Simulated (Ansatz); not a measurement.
**Which isomer of BH6NSi gives these data?**

These gas-phase data were calculated for one isomer of BH6NSi at r2SCAN-D4/def2-SVP (harmonic, unscaled wavenumbers; equilibrium rotational constants with average atomic masses):

```
rotational constants            : 17.19, 8.56, 6.715 GHz
all wavenumbers above 1500 cm⁻¹ : 3628, 3526, 2643, 2539, 2214, 2200, 1544
```

Candidates:

(1) `BN[SiH3]`, a singlet
(2) `NB[SiH3]`, a singlet
(3) `[BH2-]1[NH2+][SiH2]1`, a singlet

Problem. Assign the data to one candidate and say why.

Solution. Candidate (3). 2 modes lie between 3250 and 3800 cm⁻¹, one for each N–H bond, while (1) has 1. 2 modes lie between 2350 and 2900 cm⁻¹, one for each B–H bond, while (2) has 1.

The same quantities for all candidates:

```tsv
	rotational constants (GHz)	wavenumbers above 1500 cm⁻¹	E above the lowest, r2SCAN-D4/def2-SVP (kcal/mol)
(1)	34.08, 5.45, 4.969	3563, 2643, 2551, 2270, 2223, 2219	0.0
(2)	31.91, 4.44, 4.081	3668, 3568, 2577, 2195, 2194, 2176, 1606	9.0
(3)	17.19, 8.56, 6.715	3628, 3526, 2643, 2539, 2214, 2200, 1544	27.6
```

Harmonic stretches to hydrogen usually lie a few per cent above observed fundamentals. Each candidate is one conformer. Programs: Ansatz 0.2.0.
